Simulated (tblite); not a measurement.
PF2PH2, F2H2P2.
Atom-mapped SMILES: `[F:1][P:2]([F:3])[PH2:4]` (hydrogens: H5, H6 on P4)

Computed with GFN2-xTB (tblite), gas phase: L-BFGS steps from a force-field or distance-geometry start until the largest atomic force falls under 0.01 eV/Å.

Step 17: E = -424.5813 eV
```
atom  x, y, z in Å  |  force x, y, z in eV/Å
F1     -1.7425   -1.1289   -0.0965   -0.070  -0.017   0.001
P2     -0.8374    0.0327   -0.7690   -0.046  -0.019   0.008
F3     -1.2587    1.1373    0.3467   -0.034   0.029   0.053
P4      1.0984   -0.6146    0.0625    0.088  -0.039  -0.031
H5      1.0408    0.2259    1.1795   -0.047   0.046  -0.095
H6      1.7024    0.3496   -0.7449    0.109  -0.001   0.064
```

Step 18: E = -424.5827 eV
```
atom  x, y, z in Å  |  force x, y, z in eV/Å
F1     -1.7459   -1.1297   -0.0965   -0.041   0.006  -0.009
P2     -0.8373    0.0316   -0.7685   -0.066  -0.013   0.038
F3     -1.2563    1.1368    0.3496   -0.028   0.006   0.028
P4      1.0991   -0.6158    0.0637    0.112  -0.014  -0.112
H5      1.0367    0.2278    1.1743   -0.045   0.072  -0.040
H6      1.7068    0.3514   -0.7442    0.068  -0.056   0.096
```

Step 19: E = -424.5846 eV
```
atom  x, y, z in Å  |  force x, y, z in eV/Å
F1     -1.7521   -1.1301   -0.0962    0.001   0.026  -0.018
P2     -0.8386    0.0296   -0.7675   -0.074   0.000   0.064
F3     -1.2542    1.1351    0.3543   -0.016  -0.024  -0.003
P4      1.1016   -0.6175    0.0632    0.105   0.013  -0.167
H5      1.0305    0.2319    1.1653   -0.038   0.085   0.021
H6      1.7159    0.3530   -0.7409    0.022  -0.101   0.103
```

Step 20: E = -424.5864 eV
```
atom  x, y, z in Å  |  force x, y, z in eV/Å
F1     -1.7590   -1.1294   -0.0954    0.036   0.026  -0.017
P2     -0.8417    0.0276   -0.7663   -0.054   0.018   0.060
F3     -1.2530    1.1318    0.3595   -0.007  -0.035  -0.017
P4      1.1053   -0.6187    0.0601    0.057   0.025  -0.140
H5      1.0239    0.2376    1.1556   -0.028   0.067   0.048
H6      1.7275    0.3531   -0.7352   -0.005  -0.101   0.066
```

Problem. Estimate the geometry and energy of step 21. (The exact step hangs on the optimiser's Hessian estimate; all steps are aligned on step 20, rigid shifts and turns removed.)

Solution. E = -424.5872 eV, largest force 0.060 eV/Å
```
atom  x, y, z in Å  |  force x, y, z in eV/Å
F1     -1.7624   -1.1284   -0.0946    0.045   0.006  -0.009
P2     -0.8448    0.0272   -0.7655   -0.019   0.026   0.027
F3     -1.2539    1.1289    0.3619   -0.007  -0.019  -0.003
P4      1.1076   -0.6184    0.0563    0.001   0.011  -0.057
H5      1.0212    0.2412    1.1512   -0.019   0.033   0.030
H6      1.7353    0.3514   -0.7309   -0.001  -0.059   0.013
```

The energy changes by -0.0009 eV. The first-order estimate −F·Δx gives -0.0014 eV and the mean of the old and new forces, exact on a quadratic surface, -0.0009 eV. The step makes an angle of 65° with the force vector and moves no atom by more than 0.009 Å.

What follows is the cost of the whole relaxation. On one thread of an Arm Neoverse V1, no GPU, shared host with 32 logical CPUs at a one-minute load of 18, this took 0.21 s wall.
